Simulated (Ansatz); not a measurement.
## Ansatz (development build ahead of 0.2.0) run

```yaml
crystal:
  periodic: [false, false, false]
  atoms:
    - { symbol: C, position_ang: [0.02778, 0.5251, -0.31217] }
    - { symbol: H, position_ang: [-0.04656, 1.50531, 0.21058] }
    - { symbol: O, position_ang: [-0.01513, -0.57249, 0.26266] }
basis:
  gaussian: { orbitals: aug-cc-pVDZ }
magnetization:
  spin_polarized: true
  initial_magnetization: 1
hamiltonian:
  xc: hf
correlation:
  method: mp2
  frozen_orbitals: { C: 1, H: 0, O: 1 }
```

The input is written out in the form of the current development build from the run's settings.

The run gave:

```
Converged                       : yes
Reference energy                : -113.25609 hartree
Correlation energy              : -0.31708 hartree
Total energy                    : -113.57317 hartree
Spin squared of the determinant : 0.779
```
